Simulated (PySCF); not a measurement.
Start geometry of `CC(C)C(=O)Cl` from GFN2-xTB (Å):
```
atom  x, y, z in Å
C1     0.879   -0.991   -0.365
C2    -0.006   -0.001    0.402
C3    -1.456   -0.071   -0.070
C4     0.534    1.381    0.186
O5     0.091    2.257   -0.473
Cl6    2.064    1.635    1.057
H7     0.510   -2.002   -0.214
H8     1.907   -0.939   -0.017
H9     0.858   -0.769   -1.430
H10    0.055   -0.232    1.470
H11   -2.071    0.639    0.477
H12   -1.850   -1.072    0.089
H13   -1.520    0.167   -1.129
```

Question: What comes out of this run: PBE0-D3(BJ)/def2-SVP geometry optimisation, gas phase (PySCF 2.14.0)?

Answer: 
```
atom  x, y, z in Å
C1     1.8466    0.0869    0.5406
C2     0.9388    1.0719    1.2807
C3    -0.5023    1.0141    0.7971
C4     1.4723    2.4798    1.1515
O5     0.9760    3.3864    0.5783
Cl6    3.0452    2.6981    2.0008
H7     1.4778   -0.9383    0.6897
H8     2.8806    0.1403    0.9073
H9     1.8479    0.2939   -0.5407
H10    0.9892    0.8369    2.3578
H11   -1.1399    1.7243    1.3421
H12   -0.9077    0.0022    0.9414
H13   -0.5652    1.2626   -0.2726
```

The energy falls by 0.89 kcal/mol over 5 energy and gradient evaluations, the largest force component goes from 0.0131 to 3.4e-04 Eh/bohr, and the atoms move by 0.047 Å rms after alignment. The bond that changes most is C4–Cl6 (ends: acyl halide carbon; chlorine bonded to C), which lengthens by 0.022 Å. Bonds longer at the end by more than 0.005 Å: 9 of 12; shorter: 1. Among the angles that change most is C4–C2–H10, from 108.3° to 105.4°. Rotational constants go from 4444, 2084, 1622 to 4383, 2075, 1579 MHz. The orientation of the end geometry is arbitrary; only internal coordinates are fixed.

The run used 123 basis functions and 37 SCF cycles in all. The run took 28 s on one thread, Arm Neoverse V1 (aarch64), no GPU, shared host with 32 logical CPUs at a one-minute load of 12, and the process peaked at 0.57 GiB of memory.

Stationary, but not proved a minimum. The numbers are those of one conformer.
